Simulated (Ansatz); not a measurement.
Reaction (SMILES): [SH] (SH) → H atom + S atom
B3LYP-D3(BJ)/def2-TZVP geometries, fixed; electronic energies without zero-point terms.

The atomisation energy at CCSD(T) with Ansatz (a program for electronic structure), in kcal/mol, split into its Hartree-Fock and correlation parts. Cores are frozen. Open shells are unrestricted. No added dispersion term, no relativity. Functions are those of the species that has most.

```
basis            X  functions  Hartree-Fock  CCSD(T)
---------------  -  ---------  ------------  -------
aug-cc-pV(D+d)Z  2         41         60.31    81.37
aug-cc-pV(T+d)Z  3         78         60.97    85.47
aug-cc-pV(Q+d)Z  4        135         61.09    86.77
```

Worked estimate of the basis-set limit from each neighbouring pair, with Hartree-Fock from the larger set and the correlation part extrapolated as X^-3.
Correlation parts: X = 2: 21.06, X = 3: 24.50, X = 4: 25.68.
- (2,3): (27·(24.50) - 8·(21.06))/19 = 25.95; with Hartree-Fock 60.97 the estimate is 86.92 kcal/mol.
- (3,4): (64·(25.68) - 27·(24.50))/37 = 26.54; with Hartree-Fock 61.09 the estimate is 87.63 kcal/mol.
The last two estimates differ by 0.71 kcal/mol; the largest set lies 0.86 from the last. Over the last step Hartree-Fock moves by 0.12 and the correlation part by 1.18.
